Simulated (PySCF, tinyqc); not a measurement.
Ways to converge the cycle: SCF convergence aids in the sto-3g basis, for BH, spin multiplicity 1. Computed by the program tinyqc with PySCF. RHF with one setting changed at a time; a run stops when the energy changes by less than 1e-09 hartree and the error matrix is below 1e-5. The start is the core Hamiltonian. Damping d keeps d of the old density; a shift (hartree) raises the virtual levels; DIIS n extrapolates F over n matrices.

Geometry (angstrom):
```
atom,x,y,z
B,0.0000,0.0000,0.0000
H,0.0000,0.0000,1.5640
```

lowest restricted solution found by these runs and by PySCF = -24.709392 hartree

Largest element of the error matrix X^T (FDS - SDF) X:
```
iteration,plain,damping 0.3,damping 0.6,shift 0.4,DIIS 3,DIIS 8
1,5.0e-01,5.0e-01,5.0e-01,5.0e-01,5.0e-01,5.0e-01
2,1.0e-01,1.6e-01,3.4e-01,3.9e-01,1.0e-01,1.0e-01
3,2.7e-02,6.2e-02,2.2e-01,1.4e-01,3.1e-02,3.1e-02
4,8.7e-03,3.0e-02,1.3e-01,4.8e-02,1.7e-03,1.7e-03
5,2.9e-03,1.5e-02,7.7e-02,1.7e-02,7.4e-05,3.9e-05
6,9.4e-04,7.8e-03,4.5e-02,5.9e-03,2.3e-06,9.7e-07
8,1.0e-04,2.2e-03,2.2e-02,7.5e-04,-,-
10,1.1e-05,6.3e-04,1.1e-02,1.1e-04,-,-
14,-,5.0e-05,2.8e-03,8.8e-06,-,-
20,-,-,4.3e-04,-,-,-
30,-,-,1.9e-05,-,-,-
```

How each run ends:
```
run,iterations,E (hartree),state
plain,11,-24.70939,lowest found
damping 0.3,19,-24.70939,lowest found
damping 0.6,41,-24.70939,lowest found
shift 0.4,14,-24.70939,lowest found
DIIS 3,7,-24.70939,lowest found
DIIS 8,7,-24.70939,lowest found
```

What does the comparison show, and why?

6 of 6 runs reach the lowest restricted solution found, in 7 to 41 iterations (fastest: DIIS 3, DIIS 8). Plain steps already contract here, so damping only slows them. DIIS 3 and DIIS 8 gain by cancelling the error over several earlier matrices, much as a quasi-Newton step does. The restricted reference is unstable here: a spin-polarised solution lies 0.0061 hartree lower (PySCF), so results built on it describe a poor reference.
